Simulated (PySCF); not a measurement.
## Which determinant of ClF lies lowest?

Unrestricted PBE0; Cl x2c-SVPall, F x2c-SVPall; spin-free X2C with a Gaussian nucleus (PySCF 2.14). Outer shells of the fragments: Cl 3s2 3p5; F 2s2 2p5.

Followed along the bond (rough minima from three points):

```json
{"2Ms+1": "1", "unpaired": "none", "⟨S²⟩ at the start": "0.00", "R at minimum (Å)": "1.65", "Te (eV)": "0.00"}
{"2Ms+1": "3", "unpaired": "σ ↑, π ↑", "⟨S²⟩ at the start": "2.00", "R at minimum (Å)": "none in the scan", "Te (eV)": "≤ 2.62"}
```

Solutions found at the starting distance of 1.585 Å, counted from the lowest of them; the search is not exhaustive and high or unbound solutions are not listed, so other states can lie among these:

| 2Ms+1 | unpaired | term | E (eV) | ⟨S²⟩ | ⟨Lz²⟩ | μ (D) |
| --- | --- | --- | --- | --- | --- | --- |
| 1 | none | ¹Σ⁺ | 0.00 | 0.00 | 0.00 | -1.03 |
| 3 | σ ↑, π ↑ | ³Π | 3.58 | 2.00 | 1.00 | -0.89 |
| 1 | σ ↓, π ↑ | mixed | 4.01 | 1.00 | 1.00 | -0.86 |
| 3 | π ↑↑ | ³Σ⁻ | 8.66 | 2.00 | 0.00 | -0.49 |
| 3 | σ ↑↑ | ³Σ⁺ | 8.79 | 2.00 | 0.00 | 0.62 |

A term symbol is given only where ⟨S²⟩ and ⟨Lz²⟩ are close to those of a pure state; real π, δ and φ orbitals otherwise mix terms. A positive dipole means Cl(−)F(+).

Counting both spins, an empty level lies below a filled one in some of these solutions, because spin and occupation are held.
